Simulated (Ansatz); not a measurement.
We consider anatase TiO₂ (metastable phase), described by RPBE (plane waves, PAW; Ansatz, an electronic-structure program).

Settings: plane-wave cutoff 520 eV, 12×12×12 k mesh, Fermi–Dirac smearing 0.01 eV, no spin polarisation, scalar-relativistic PAW data made under PBE.

Response to compression and expansion:

Shape and atoms are relaxed at each volume.

| V (Å³/atom) | P (GPa) | direct gap at Γ (eV) | smallest gap on the k mesh (eV) | c (Å) |
|---|---|---|---|---|
| 11.467 | 7.10 | 2.598 | 2.119 | 9.541 |
| 11.706 | 3.42 | 2.561 | 2.134 | 9.678 |
| 11.945 | -0.01 | 2.520 | 2.140 | 9.804 |
| 12.183 | -3.17 | 2.476 | 2.138 | 9.921 |
| 12.422 | -6.09 | 2.428 | 2.129 | 10.027 |

The fundamental gap (2.14 eV at the equilibrium volume, with added k points) lies elsewhere than Γ–Γ.

Measured, for comparison: band gap 3.42 eV (low temperature, zero-point motion not removed, gap of extended states, from the Urbach tail; as tabulated in Kang and Hybertsen (2010), arXiv:1006.4085).

Note: the bulk modulus comes from volumes at which shape and atoms were relaxed.
